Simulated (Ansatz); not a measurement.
A small benchmark: atomisation enthalpy at 298 K

8 molecules with open shells; the atomisation enthalpy at 298 K in kJ/mol, computed less measured. Shapes, held fixed at every level: PBE0-D4/def2-TZVP. Flexible molecules stand in one conformer, not always the lowest. Thermal terms are harmonic and unscaled (PBE0-D4/def2-TZVP); the spin-orbit lowering of the free atoms is taken from their spectra. Programs: Ansatz 0.2.0. Measured values: Active Thermochemical Tables.

Levels: A = HF/def2-TZVPP; B = SPW92/def2-TZVPP; C = CCSD(T)/def2-SVP.

| molecule | from tabulated heats | A | B | C |
| --- | --- | --- | --- | --- |
| N2H (dinitrogen monohydride) | 913 | -500 | +227 | -101 |
| C2HO (ethynyloxy radical) | 1723 | -588 | +361 | -93 |
| CH3 (methyl radical) | 1224 | -273 | +130 | -52 |
| CH3O (hydroxymethyl radical) | 1636 | -505 | +280 | -100 |
| N2H3 (hydrazinyl radical) | 1374 | -614 | +297 | -145 |
| C2H3O (acetyl radical) | 2347 | -696 | +396 | -107 |
| C3H3 (cyclopropenyl radical) | 2318 | -667 | +403 | -100 |
| C2H5O (ethoxy radical) | 2784 | -753 | +442 | -128 |

(1) Sum up the errors.

Answers

(1) 
```json
{"level": "HF/def2-TZVPP", "kind": "Hartree–Fock", "mean error": "-574.5", "mean absolute error": "574.5", "worst case": "C2H5O"}
{"level": "SPW92/def2-TZVPP", "kind": "LDA", "mean error": "+317.0", "mean absolute error": "317.0", "worst case": "C2H5O"}
{"level": "CCSD(T)/def2-SVP", "kind": "coupled cluster or CI", "mean error": "-103.2", "mean absolute error": "103.2", "worst case": "N2H3"}
```

On this set CCSD(T)/def2-SVP has the smallest mean absolute error and HF/def2-TZVPP the largest. HF/def2-TZVPP is too low in 8 of 8; SPW92/def2-TZVPP is too high in 8 of 8; CCSD(T)/def2-SVP is too low in 8 of 8. Heats of the atoms come from ATcT where it has them. The levels differ in basis as well as in method. For HF/def2-TZVPP and SPW92/def2-TZVPP the error tends to grow with the atomisation enthalpy. Hartree–Fock lacks correlation and underbinds. Correlated wave functions converge slowly with the basis. T1 is large for N2H (0.040), so single-reference values are less sure there. Spin contamination: N2H (⟨S²⟩ up to 0.85), C2HO (⟨S²⟩ up to 0.81). Open shells run unrestricted. The set is small.
